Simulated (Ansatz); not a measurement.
hcp Hf was calculated with BLYP (plane waves, PAW; Ansatz, an electronic-structure program).

Run with plane-wave cutoff 520 eV, 18×18×12 k mesh (along the axes of the cell as run), Fermi–Dirac smearing 0.05 eV, scalar-relativistic PAW data made under PBE.

Properties against volume:

Shape and atoms are relaxed at each volume.

```csv
V (Å³/atom),P (GPa),c (Å),a (Å)
22.193,4.48,5.047,3.187
22.655,2.14,5.079,3.210
23.118,0.00,5.109,3.233
23.580,-1.95,5.139,3.255
24.042,-3.73,5.169,3.277
```

Note: the bulk modulus comes from volumes at which shape and atoms were relaxed.
